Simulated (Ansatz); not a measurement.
A made-up structure of CH₃AlO, closed shell:

C1  (-0.412, 0.498, -0.315)
Al2  (0.697, -0.841, 0.532)
O3  (1.612, -1.946, 1.232)
H4  (0.065, 1.479, -0.264)
H5  (-1.384, 0.561, 0.181)
H6  (1.111, -1.989, -0.374)
(Å)

It is relaxed with PBE-D4/def2-SVP and then PBE0-D4/def2-TZVP (Ansatz 0.2.0). Atoms count as bonded within 1.22 times the sum of their covalent radii (H–H: 0.88 Å). The end point is not checked to be a true minimum.

(1) Does its bonding change? (A judgement: the text doesn't fix the answer.)

Answers

(1) By the calculation: Yes. Formed: O3–H6; broken: Al2–H6.

Where it ends: The first stage lowers the energy by 3.93 eV in 15 steps. It ends as CH₃AlO ([CH2][Al][OH]):
C1  (-0.484, 0.665, -0.199)
Al2  (0.554, -0.611, 0.559)
O3  (1.477, -2.007, 0.711)
H4  (-0.027, 1.652, -0.292)
H5  (-1.508, 0.723, 0.172)
H6  (1.677, -2.659, 0.042)
(Å)

Labels in which every atom is bracketed show which atoms are joined, not bond orders.

For scale, one of the runs: PBE0-D4/def2-TZVP relaxation, 117 basis functions, launched by `ansatz run in.yaml --threads 2 --pin off --events-out ev --progress --plain --max-ram 4352MiB`. Hardware: 2 CPU threads of an Intel Xeon Platinum 8488C, shared host. Wall time about 9 s.
